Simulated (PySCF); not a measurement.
# CH6Si: the cost of one run

The runs use PySCF 2.14.0, with density-fitted response routines of our own; the level of theory stands in each step. All values are computed, except where a source is named. Atoms count from 0, in the outputs and in this text.

## 1. Starting geometry

8 atoms, charge 0, multiplicity 1; geometry from: GFN2-xTB. The atoms were then displaced at random by about 0.03 Å, so the start is not that level's minimum.

Bonds of the start (Å): C0–Si1 1.83, C0–H2 1.16, C0–H3 0.99, C0–H4 1.17, Si1–H5 1.49, Si1–H6 1.47, Si1–H7 1.48.

## 2. Relaxing the molecule at PBE0-D3(BJ)/def2-SVP

The job: settings as JSON, then the geometry in Å.

```
{"job": {"xc": "PBE0", "basis": "def2-SVP", "d3": "d3bj", "grid": 1, "shake": 0.03, "kind": "geom"}, "charge": 0, "multiplicity": 1}
C     -0.912740    -0.191370     0.026630
Si     0.890230     0.101970    -0.031530
H     -1.492650     0.471350     0.774880
H     -1.136620    -1.147240     0.181840
H     -1.436750     0.161410    -0.959080
H      1.226360     1.470280    -0.521790
H      1.523320    -0.894920    -0.913790
H      1.495190    -0.038310     1.310000
```

The run is started by

```
> OMP_NUM_THREADS=1 python probes_run.py task.json out
```

One launch serves the whole session: the jobs run in the order shown.

Q: Estimate the wall time and peak memory of this first job on 1 thread of Arm Neoverse V1, shared host.

About 7.4 s, with a peak of 0.27 GiB.
